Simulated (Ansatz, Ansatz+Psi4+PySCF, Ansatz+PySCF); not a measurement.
```yaml
atoms:
  - { symbol: C, position_ang: [0.0000, 0.0000, 0.0000] }
  - { symbol: H, position_ang: [-0.9371, -0.0753, 0.5428] }
  - { symbol: H, position_ang: [0.4100, 0.9906, -0.1704] }
  - { symbol: O, position_ang: [0.6166, -1.0706, -0.4355] }
```

Basis set: cc-pVTZ (spherical functions). Frozen core: 2 orbitals. Correlation on ROHF uses semicanonical orbitals with singles. Charge 0, multiplicity 3.

Computed with Ansatz (development build ahead of 0.2.0); each method stands on the lowest determinant of its kind that the runs found.

Q: Give the atomization energy at this shape (free ground-state atoms in the same class of orbitals less the molecule, no zero-point energy) of triplet CH₂O by ROHF-MP2, UHF-MP2.

A:

```json
{"method": "ROHF-MP2", "atomization energy": "12.54 eV"}
{"method": "UHF-MP2", "atomization energy": "12.50 eV"}
```

Caution: another spin multiplicity may lie lower.
